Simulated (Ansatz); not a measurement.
A CCSD(T) single point on C4H8O2, SMILES `CCCC(=O)O`.

```yaml
crystal:
  periodic: [false, false, false]
  atoms:
    - {symbol: C, position_ang: [-0.653251, 0.994997, 1.157602]}
    - {symbol: C, position_ang: [-0.622778, 0.806946, -0.349216]}
    - {symbol: C, position_ang: [-0.406331, -0.646714, -0.762719]}
    - {symbol: C, position_ang: [0.893690, -1.216407, -0.273823]}
    - {symbol: O, position_ang: [1.021230, -2.202902, 0.399039]}
    - {symbol: O, position_ang: [1.950136, -0.487103, -0.682754]}
    - {symbol: H, position_ang: [0.293526, 0.697609, 1.616648]}
    - {symbol: H, position_ang: [-1.443012, 0.393610, 1.615627]}
    - {symbol: H, position_ang: [-0.832526, 2.039665, 1.419733]}
    - {symbol: H, position_ang: [-1.567179, 1.146009, -0.784777]}
    - {symbol: H, position_ang: [0.163962, 1.425664, -0.788380]}
    - {symbol: H, position_ang: [-0.408717, -0.724619, -1.854692]}
    - {symbol: H, position_ang: [-1.199142, -1.288524, -0.376457]}
    - {symbol: H, position_ang: [2.736792, -0.924329, -0.328230]}
basis:
  gaussian: {orbitals: def2-TZVPP}
correlation: {method: ccsd_t}
```

```sh
$ ansatz run in.yaml --threads 2 --pin off --events-out ev --progress --plain --max-ram 22528MiB --backend cuda --devices 0, --max-vram 18GiB
```

The program prints (abridged):

```
Functional definition: HF
1790 factors; integrals over basis functions are off by at most 1.2e-3 eV
mean field evaluation 1: about -8321.2868 eV, gradient 5.0e1 eV
mean field evaluation 2: about -8321.5771 eV, gradient 5.0e1 eV
mean field evaluation 4: about -8326.8339 eV, gradient 5.5e0 eV
mean field evaluation 8: about -8326.9335 eV, gradient 5.2e-1 eV
mean field evaluation 16: about -8326.9352 eV, gradient 2.2e-6 eV
mean field -8326.93522498 eV, -306.0092253186 hartree, gradient 2.2e-6 eV, S^2 0.000000; 0 other end points of the search recorded, 0 dependent functions left out
6 core orbitals not correlated: weight in the atoms' cores, before any rotation towards them, 1.000 or more for the frozen orbitals, at most 0.000 for the correlated occupied ones
reference -8326.93522498 eV, -306.0092253186 hartree; 18, 18 occupied and 274, 274 virtual orbitals, 1790 factors
second order -31.19018509 eV of doubles, -0.00000000 eV of singles
cycle   1  -31.26878490 eV  change   -7.9e-2 eV  update   1.2e-1
cycle   2  -32.01086819 eV  change   -7.4e-1 eV  update   3.7e-2
cycle   3  -32.19381285 eV  change   -1.8e-1 eV  update   1.9e-2
cycle   4  -32.17873198 eV  change    1.5e-2 eV  update   4.6e-3
cycle   5  -32.17754987 eV  change    1.2e-3 eV  update   2.1e-3
cycle   6  -32.17827200 eV  change   -7.2e-4 eV  update   6.0e-4
cycle   7  -32.17790763 eV  change    3.6e-4 eV  update   2.3e-4
cycle   8  -32.17782336 eV  change    8.4e-5 eV  update   6.9e-5
cycle   9  -32.17785044 eV  change   -2.7e-5 eV  update   2.6e-5
perturbative correction -1.31196415 eV, -0.0482137933 hartree
Total energy: -8360.42503958 eV, -307.2399533048 hartree
```

It took 9 s on 2 threads of an AMD EPYC 7R13 on a shared host and a share of an NVIDIA H100 80 GB, with 0.89 GiB of host memory at the peak.

The correlation energy is -33.490 eV, 3.9 % of it from (T); the T1 diagnostic reads 0.0130.
